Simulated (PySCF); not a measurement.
Ionisation energies (eV) were calculated with PySCF 2.14 by LDA, PBE, MP2 (valence), in another order, as differences of total energies without spin-orbit coupling. The measured values are between term centres (NIST).

| species | measured | A | B | C |
| --- | --- | --- | --- | --- |
| N (def2-QZVPPD, non-relativistic) | 14.545 | 14.726 | 14.611 | 15.006 |
| Ar (def2-QZVPPD, non-relativistic) | 15.819 | 15.702 | 15.820 | 15.990 |
| Tc (def2-QZVPPD with the def2 core potential (28 electrons), ECP) | 7.119 | 6.895 | 6.750 | 7.327 |
| Rh (def2-QZVPPD with the def2 core potential (28 electrons), ECP) | 7.479 | 7.905 | 7.271 | 8.204 |
| Sn (def2-QZVPPD with the def2 core potential (28 electrons), ECP) | 7.389 | 7.261 | 7.177 | 7.414 |
| Sb (def2-QZVPPD with the def2 core potential (28 electrons), ECP) | 9.124 | 8.961 | 9.018 | 9.119 |
| Te (def2-QZVPPD with the def2 core potential (28 electrons), ECP) | 8.749 | 8.733 | 8.446 | 9.003 |
| Hg+ (def2-QZVPPD with the def2 core potential (60 electrons), ECP) | 18.757 | 19.142 | 18.677 | 19.556 |

Which column is which method?

A is PBE (mean error 0.04 eV); B is MP2 (valence) (mean error -0.15 eV); C is LDA (mean error 0.33 eV). PBE, with gradient corrections, lies close to experiment on average, with errors of both signs. Valence MP2 in a finite basis recovers only part of the missing correlation, so it stays below experiment on average. LDA overbinds the outer electron and comes out highest.
